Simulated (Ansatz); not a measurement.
**Question.** Name a neutral molecule of B, F and H with size of the dipole moment (B3LYP/def2-TZVPP) between 0.55 and 0.85 D and HOMO energy (PBE/def2-TZVPP) between -7.75 and -7.45 eV (Ansatz, PBE0-D4/def2-TZVP geometry).

**Answer.** `BF` (0.74 D, -7.74 eV). Other molecules can fit too; these were computed, each in one conformer that needn't be the lowest.

B3LYP here is the variant with VWN-RPA as its local correlation; programs differ in this.
